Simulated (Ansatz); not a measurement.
input.yaml

```yaml
crystal:
  periodic: [false, false, false]
  atoms:
    - { symbol: O, position_ang: [1.094542, 1.046429, -0.466673] }
    - { symbol: C, position_ang: [0.152476, 0.27833, -0.225076] }
    - { symbol: Si, position_ang: [-0.786996, -1.142603, 0.244379] }
    - { symbol: H, position_ang: [1.746062, 0.813451, -1.186713] }
    - { symbol: H, position_ang: [-2.181748, -0.565145, 0.211384] }
    - { symbol: H, position_ang: [-0.024335, -0.430472, 1.42268] }
total_charge: 1
basis:
  gaussian: { orbitals: def2-SVP }
hamiltonian:
  xc: pbe
md:
  timestep: 0.5
  n_steps: 200
  ensemble: nve
  temperature: 100.0
  initial_velocities: maxwell_boltzmann
  seed: 9720
```

Run as:

```bash
$ ansatz run input.yaml --threads 1 --pin off --max-ram 2048MiB --backend cpu --events-out ev --progress --plain --runs-dir out
```

Hardware: 1 thread of AMD EPYC 9R45 96-Core Processor (Zen 5) (shared host).

Q: Roughly how long does this run take, and how much memory?

A: 88 s, with a peak of 0.12 GiB, for 201 ionic steps.
